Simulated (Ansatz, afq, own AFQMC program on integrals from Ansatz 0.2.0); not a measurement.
Integrals from Ansatz 0.2.0, then the random walk in our own AFQMC program (afq).

```yaml
crystal:
  periodic: [false, false, false]
  atoms:
    - {symbol: Ge, position_ang: [0.000000, -0.036216, -0.005561]}
    - {symbol: H, position_ang: [0.000000, 1.102579, -1.163989]}
    - {symbol: H, position_ang: [0.000000, 1.507460, 1.564748]}
basis:
  gaussian: {orbitals: aug-cc-pVDZ}
total_charge: -1
magnetization: {spin_polarized: false, initial_magnetization: 1}
correlation: {method: ccsd_t, electrons: outside_noble_gas, hamiltonian_folder: ham}
```

```sh
$ ansatz run in.yaml --threads 1 --pin off --events-out ev --progress --plain --max-ram 1382MiB
```

afq runs on the folder ham with

```
--method phaseless --trial cisd --walkers 60 --populations 1 --least-time 40 --time-step 0.005 --steps-per-block 50 --equilibration-blocks 40 --max-blocks 300 --target-error 0.00064 --factor-cut 1e-05 --start spin_pure --seed 7954 --release-times 0.24,0.51,0.99,1.62,2.4 --release-step 0.03 --release-every 4 --taylor-order 6
```

Times are imaginary, in 1/Eh. The walk had a cap of 1149 s. Filled inner d shells are frozen with the cores.

afq prints:

```
orbitals 40  electrons 4 3  factors 309 of 576
reference energy -2076.43092748 Eh
CCSD correlation -0.13392362 Eh in 12 cycles, weight of the determinant in the CISD state 0.8830
energy of the start -2076.564849 Eh
 block  time / (1/Eh)  mean weight  energy / Eh
     1     0.250  1.0010  -2076.563733
     2     0.500  1.0005  -2076.564399
     3     0.750  0.9987  -2076.565611
     4     1.000  1.0006  -2076.565902
     5     1.250  0.9994  -2076.565331
     8     2.000  1.0002  -2076.567895
    11     2.750  0.9983  -2076.568063
    26     6.500  1.0005  -2076.571498
    41    10.250  1.0002  -2076.569706
    56    14.000  1.0010  -2076.567663
    71    17.750  1.0001  -2076.570279
    86    21.500  0.9998  -2076.569104
   101    25.250  0.9993  -2076.571612
   106    26.500  1.0018  -2076.581906
   116    29.000  1.0004  -2076.569212
   131    32.750  1.0014  -2076.572758
   146    36.500  0.9989  -2076.569067
   161    40.250  0.9984  -2076.566827
   176    44.000  0.9991  -2076.568307
   191    47.750  1.0000  -2076.572631
   196    49.000  1.0001  -2076.569255
blocks merged  error / Eh  count
     1  0.000199  160
     2  0.000262  80
     4  0.000343  40
     8  0.000462  20
    16  0.000515  10
released: time / (1/Eh)  energy / Eh  error  mean overlap
  0.24  -2076.570266  0.000361  1.0070
  0.51  -2076.570563  0.000398  1.0094
  0.99  -2076.570774  0.000328  1.0061
  1.62  -2076.570631  0.000275  1.0110
  2.40  -2076.571107  0.000373  0.9956
energy -2076.570217 +/- 0.000462 Eh
(rows thinned)
```

The run failed at least one of its tests; the cautions name the faults. The second half of the sampling lies above the first by 1.9 errors of their difference, so the energy may still be moving and its error bar be too small.

Against this walk (error 12.6 meV) on the same determinant: CCSD(T) 23.1 meV higher (within the noise), CCSDT(Q) 11.9 meV lower (within the noise). The error is statistical and leaves out the bias of the constraint. Released to 2.40 1/Eh the energy moves by -24 ± 16 meV (both errors), within twice the noise.

Cautions: constraint bias not in the error; error not settled; no relativity below Rb; no spin-orbit coupling; inner d shell frozen.

The walk took 3.8 min on 1 thread of Arm Neoverse V1 (shared host). The log's last line is the phaseless energy.

CCSDT and higher add their correlation energy to the determinant of the CCSD(T) run, since their own runs factorise the integrals more tightly (a shift of under 2 meV). A walk keeps the symmetry of its determinant, which the program's search chose and which needn't be the lowest solution, so a lower state of the same spin and another symmetry isn't excluded.
